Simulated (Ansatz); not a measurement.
A calculation with Ansatz (development build ahead of 0.2.0).

```yaml
crystal:
  periodic: [false, false, false]
  atoms:
    - { symbol: C, position_ang: [0.0, -0.05613, -0.63516] }
    - { symbol: C, position_ang: [0.0, -0.04896, 0.78079] }
    - { symbol: H, position_ang: [0.0, 0.74232, 1.65304] }
    - { symbol: H, position_ang: [0.0, -1.06382, -1.25922] }
    - { symbol: H, position_ang: [0.0, 0.95206, -1.2676] }
basis:
  gaussian: { orbitals: cc-pVDZ }
magnetization:
  spin_polarized: true
  initial_magnetization: 1
hamiltonian:
  xc: hf
```

The input is written out in the form of the current development build from the run's settings.

Results

```
Converged                       : yes
Total energy                    : -77.37411 hartree
Spin squared of the determinant : 1.185
```

Caution: the unrestricted determinant is spin contaminated.
